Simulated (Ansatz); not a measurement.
**Nudged elastic band run: C3H9NO2**

Input file:

```yaml
crystal:
  periodic: [false, false, false]
  atoms:
    - { symbol: C, position_ang: [0.082494, -2.341322, 0.044634] }
    - { symbol: C, position_ang: [0.655183, -0.945492, 0.046657] }
    - { symbol: O, position_ang: [-0.394863, -0.026379, -0.131944] }
    - { symbol: C, position_ang: [-0.001304, 1.307699, -0.097149] }
    - { symbol: "N", position_ang: [-1.180383, 2.056305, -0.405384] }
    - { symbol: O, position_ang: [0.493495, 1.703333, 1.135353] }
    - { symbol: H, position_ang: [-0.434896, -2.548994, -0.903995] }
    - { symbol: H, position_ang: [0.879745, -3.087488, 0.177337] }
    - { symbol: H, position_ang: [-0.644615, -2.459956, 0.86156] }
    - { symbol: H, position_ang: [1.402249, -0.829663, -0.76565] }
    - { symbol: H, position_ang: [1.181299, -0.735721, 0.995239] }
    - { symbol: H, position_ang: [0.853427, 1.451964, -0.796947] }
    - { symbol: H, position_ang: [-1.684591, 1.621521, -1.173753] }
    - { symbol: H, position_ang: [-0.944037, 3.010456, -0.663312] }
    - { symbol: H, position_ang: [-0.285104, 1.772937, 1.706753] }
basis:
  gaussian: { orbitals: def2-SVP }
hamiltonian:
  xc: pbe0
  dispersion: d4
neb:
  order_check: false
  images: 9
  f_tol: 0.05
  max_iterations: 54
  initial_path: idpp
  spring: { min: 2.0, max: 10.0 }
  final_atoms:
    - { symbol: C, position_ang: [0.08237782, -2.32691894, 0.0584581] }
    - { symbol: C, position_ang: [0.67734349, -0.94080494, 0.03562831] }
    - { symbol: O, position_ang: [-0.34112743, -0.01834658, -0.27330231] }
    - { symbol: C, position_ang: [0.04680793, 1.31234418, -0.23192039] }
    - { symbol: "N", position_ang: [-1.01869166, 2.04450112, -0.83020172] }
    - { symbol: O, position_ang: [0.3833768, 1.70517661, 1.07411457] }
    - { symbol: H, position_ang: [-0.36853684, -2.57164375, -0.9146011] }
    - { symbol: H, position_ang: [0.85591616, -3.0760293, 0.28262066] }
    - { symbol: H, position_ang: [-0.70326829, -2.39880743, 0.82534531] }
    - { symbol: H, position_ang: [1.4832039, -0.87525568, -0.72272327] }
    - { symbol: H, position_ang: [1.13234605, -0.68949297, 1.01054166] }
    - { symbol: H, position_ang: [0.98283656, 1.47599658, -0.80146231] }
    - { symbol: H, position_ang: [-1.91402483, 1.71611295, -0.47197342] }
    - { symbol: H, position_ang: [-0.92104091, 3.03629159, -0.63230857] }
    - { symbol: H, position_ang: [-0.39941974, 1.55607656, 1.62118346] }
```

Launched with:

```bash
$ ansatz run input.yaml --threads 2 --pin off --max-ram 3072MiB --backend cpu --events-out ev --progress --plain --runs-dir out
```

Output, in part (warnings, iteration lines, the closing report on the highest movable image, with atoms numbered from 0):

```
NEB end point (image 0): max|allowed force component| = 9.451e-3 eV/Å (the criterion of neb.relax_end_points is 1.000e-2)
NEB end point (image 10): max|allowed force component| = 8.585e-3 eV/Å (the criterion of neb.relax_end_points is 1.000e-2)
NEB iter   1: max|band force component| = 7.588e-1 eV/Å  barrier→ = 0.2101 eV  barrier← = 0.1475 eV  Δτ_max = 0.1303 Å  (298 SCF iters)
NEB iter   2: max|band force component| = 2.052e-1 eV/Å  barrier→ = 0.1724 eV  barrier← = 0.1097 eV  CI = image 5  Δτ_max = 0.0387 Å  (254 SCF iters)
NEB iter   3: max|band force component| = 1.141e-1 eV/Å  barrier→ = 0.1688 eV  barrier← = 0.1061 eV  CI = image 5  Δτ_max = 0.0275 Å  (264 SCF iters)
NEB iter   4: max|band force component| = 5.810e-2 eV/Å  barrier→ = 0.1683 eV  barrier← = 0.1056 eV  CI = image 5  Δτ_max = 0.0064 Å  (263 SCF iters)
NEB iter   5: max|band force component| = 3.344e-2 eV/Å  barrier→ = 0.1682 eV  barrier← = 0.1056 eV  CI = image 5  Δτ_max = 0.0000 Å  (463 SCF iters)
Total energy: -8825.44812728 eV, -324.3292365741 hartree
Atom 0 at     0.076142    -2.329404     0.022691 Å, force     0.003323    -0.002036     0.003013 eV/Å
Atom 1 at     0.678070    -0.945817     0.025223 Å, force    -0.001959    -0.000925    -0.001110 eV/Å
Atom 2 at    -0.343613    -0.011569    -0.224181 Å, force    -0.004928     0.007903     0.001851 eV/Å
Atom 3 at     0.057076     1.319324    -0.141228 Å, force     0.010490    -0.005182    -0.004581 eV/Å
Atom 4 at    -1.045820     2.062340    -0.603187 Å, force    -0.000101     0.006028     0.003485 eV/Å
Atom 5 at     0.457821     1.675514     1.151114 Å, force    -0.008687    -0.000921    -0.003681 eV/Å
Atom 6 at    -0.401164    -2.545318    -0.944875 Å, force     0.000524     0.001189     0.000080 eV/Å
Atom 7 at     0.851007    -3.088449     0.205565 Å, force    -0.000457    -0.000778    -0.000208 eV/Å
Atom 8 at    -0.689797    -2.418920     0.807451 Å, force     0.000265     0.000144     0.000362 eV/Å
Atom 9 at     1.464765    -0.861381    -0.751939 Å, force     0.000283    -0.000035    -0.000315 eV/Å
Atom 10 at     1.159561    -0.726271     0.994938 Å, force    -0.000075    -0.000967    -0.000497 eV/Å
Atom 11 at     0.979183     1.474939    -0.742933 Å, force     0.001960     0.000559    -0.001918 eV/Å
Atom 12 at    -1.900000     1.578663    -0.826812 Å, force     0.000204    -0.002494     0.001368 eV/Å
Atom 13 at    -1.011725     3.067507    -0.619628 Å, force    -0.000179    -0.001213     0.000140 eV/Å
Atom 14 at    -0.353407     1.698043     1.677201 Å, force    -0.000662    -0.001272     0.002011 eV/Å
Dipole moment:    -0.197833     0.043515    -0.025304 e Å
```

The run converged. Another band between the same ends (9 images) ends at a top of the same energy, where a vibrational analysis finds 1 clearly imaginary mode.

Final band (atoms are numbered from 1 in the order of the input):

```
image  path coordinate (Å)  energy (eV)  height of N5 over the plane of its neighbours (Å)
    0                 0.00        0.000                                              -0.36
    1                 0.31        0.028                                              -0.30
    2                 0.45        0.095                                              -0.18
    3                 0.53        0.138                                              -0.10
    4                 0.60        0.161                                              -0.03
    5                 0.66        0.168                                               0.03
    6                 0.73        0.160                                               0.11
    7                 0.80        0.136                                               0.18
    8                 0.89        0.102                                               0.26
    9                 1.03        0.072                                               0.34
   10                 1.29        0.063                                               0.37
```

The run took 120 s on 2 threads of Intel(R) Xeon(R) 6975P-C (Granite Rapids), with other jobs on the host, peak memory 0.35 GiB.
